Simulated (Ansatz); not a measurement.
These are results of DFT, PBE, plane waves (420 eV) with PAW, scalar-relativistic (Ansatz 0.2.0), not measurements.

An element in the hcp structure gives this curve. The cell is scaled uniformly from the relaxed one, with fractional coordinates and shape fixed. Energies are extrapolated to zero smearing, pressures are those at the given smearing. Magnetic state: spin not included.

```
V (Å³/atom)  E − E₀ (meV/atom)  P (GPa)
     19.854              127.9    16.86
     20.756               52.6    10.17
     21.659               11.9     4.59
     22.561                0.0    -0.07
     23.463               12.2    -3.97
     24.366               44.6    -7.24
     25.268               93.9    -9.98
```

Question: Which element is it?
A. scandium
B. lithium
C. hafnium
D. gallium

Answer: C. Its fit is V₀ = 22.53 Å³/atom, B₀ = 107 GPa, B₀′ = 3.5.
